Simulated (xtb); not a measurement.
The linear singlet lies higher and needs more than one determinant, so no gap is given.

Species: OS, SMILES `O=S` (lower triplet) (charge 0, multiplicity 3).

**Question.** Give a relaxed geometry from GFN2-xTB run with xtb 6.7.1.

**Answer.** the end point of this relaxation (outside a Z-matrix the atoms follow the SMILES, hydrogens last).
Cartesian coordinates (Å) in one orientation:
```xyz
2

O      0.734     0.000     0.000
S     -0.734     0.000     0.000
```
